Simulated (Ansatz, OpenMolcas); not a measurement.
**A ladder of methods for Li2 (lithium dimer)**

Li2: 2 atoms, total charge 0, spin state singlet. As SMILES, `[Li][Li]`. The bond length is the measured one.

```xyz
2

Li    0.0000    0.0000    0.0000
Li    0.0000    0.0000    2.6729
```

Each level gives the energy change with the Li1–Li2 bond stretched from 2.673 to 4.009 Å (eV). The values are calculated.

```tsv
level	kind	program	value (eV)	less FCI/3-21G	CPU time (all runs)
M06-2X/3-21G (restricted)	hybrid meta-GGA	OpenMolcas	0.57	+0.09	5.5 s
wB97M-V/3-21G (restricted)	range-separated hybrid	Ansatz	0.66	+0.18	19 s
wB97X/3-21G (restricted)	range-separated hybrid	Ansatz	0.56	+0.08	6.8 s
CASSCF(2,8)/3-21G	multireference	OpenMolcas	0.48	0.00	3.5 s
MRCI(2,2)/3-21G	multireference	OpenMolcas	0.48	0.00	3.5 s
SC-NEVPT2(2,8)/3-21G	multireference	OpenMolcas	0.48	0.00	11 s
CCSD/3-21G (restricted)	coupled cluster or CI	Ansatz	0.48	0.00	0.29 s
CCSDT(Q)/3-21G (restricted)	coupled cluster or CI	Ansatz	0.48	0.00	0.78 s
FCI/3-21G	exact in the basis	Ansatz	0.48	0.00	2.5 s
```

FCI/3-21G is exact within its basis and frozen core, so for wave-function methods in that basis the difference is their error; functionals converge differently with the basis, so for them it is only a difference. The first shape isn't each level's own minimum. The values span 0.48 to 0.66 eV. All rows use very small basis sets, so none should be taken for the real molecule's value. Times are those of the runs behind each value, whatever else they computed, on shared processors of several kinds: orders of magnitude only.
